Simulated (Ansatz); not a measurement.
**The nitrogen atom (quartet): from Hartree-Fock to the top rungs, def2-TZVPD**

Aim: climb from Hartree-Fock through coupled cluster and multireference methods for the nitrogen atom (quartet) at one geometry and basis, and see what each rung misses.

The runs use Ansatz 0.2.0, Gaussian basis; def2-TZVPD, core rule «outside noble gas», up to 1 orbitals frozen.

The runs, in order: UHF; CCSD(T) on ROHF; CCSD(T) on UHF; BCCD(T) on ROHF; CISD; CCSDT(Q) on ROHF; CCSDT(Q) on UHF; CASSCF and MRCISD+Q, 5 electrons in 4 orbitals; CASSCF and MRCISD+Q(relaxed), 5 electrons in 4 orbitals; CASSCF and NEVPT4(SD), 5 electrons in 4 orbitals; CASSCF and NEVPT2, 5 electrons in 4 orbitals.

## (1) The atom

A free atom, in its lowest state of this spin that the program finds.

1 atom, charge 0, spin multiplicity 4.

## (2) UHF

in.yaml

```yaml
crystal:
  periodic: [false, false, false]
  atoms:
    - {symbol: N, position_ang: [0.000000, 0.000000, 0.000000]}
basis:
  gaussian: {orbitals: def2-TZVPD}
magnetization: {spin_polarized: true, initial_magnetization: 3}
hamiltonian: {xc: hf}
output: {orbitals: {seedname: orbitals}}
```

Started as:

```sh
> ansatz run in.yaml --threads 1 --pin off --events-out ev --progress --plain --max-ram 2393MiB
```

The runs that follow: CCSD(T) on ROHF; CCSD(T) on UHF; BCCD(T) on ROHF; CISD; CCSDT(Q) on ROHF; CCSDT(Q) on UHF; CASSCF and MRCISD+Q, 5 electrons in 4 orbitals; CASSCF and MRCISD+Q(relaxed), 5 electrons in 4 orbitals; CASSCF and NEVPT4(SD), 5 electrons in 4 orbitals; CASSCF and NEVPT2, 5 electrons in 4 orbitals.

Q: Predict the results of all the runs planned. Wanted: UCCSDT(Q) below the RHF energy; RMP2 from UCCSDT(Q); UMP2 from UCCSDT(Q); RCCSD from UCCSDT(Q); RCCSD(T) from UCCSDT(Q); UCCSD(T) from UCCSDT(Q); RCCSDT(Q) from UCCSDT(Q); NEVPT2 valence from UCCSDT(Q); NEVPT4(SD) valence from UCCSDT(Q).

The runs gave:

```
                         quantity                                                                                                                    value
   UCCSDT(Q) below the RHF energy                                                                                                               -3.2048 eV
              RMP2 from UCCSDT(Q)                                                                                                               +528.8 meV
              UMP2 from UCCSDT(Q)                                                                                                               +515.0 meV
             RCCSD from UCCSDT(Q)                                                                                                                +80.3 meV
          RCCSD(T) from UCCSDT(Q)                                                                                                                +14.4 meV
          UCCSD(T) from UCCSDT(Q)                                                                                                                +11.0 meV
         RCCSDT(Q) from UCCSDT(Q)                                                                                                                 +3.1 meV
    NEVPT2 valence from UCCSDT(Q)                                                                                                               +582.1 meV
NEVPT4(SD) valence from UCCSDT(Q)                                                                                                                +33.5 meV
  MRCISD+Q valence from UCCSDT(Q)                                                                                                                 -3.3 meV
levels within 1 kcal/mol (43 meV)  RCCSD(T), UCCSD(T), BCCD(T), RCCSDT, UCCSDT, RCCSDT(Q), NEVPT4(SD) valence, MRCISD+Q valence, MRCISD+Q(relaxed) valence
                    T1 diagnostic                                                                                                                    0.015
   effectively unpaired electrons                                                                                                                     3.00
```

In words: RCCSD(T) lands +14.4 meV from the yardstick (0.4 % of the correlation energy). One determinant dominates. Of the multireference levels listed MRCISD+Q valence comes nearest in total energy (-3.3 meV), which doesn't show that its space is the better one. These misses are within one basis, not against nature; the frozen cores of restricted and unrestricted runs differ, which can shift their rows.
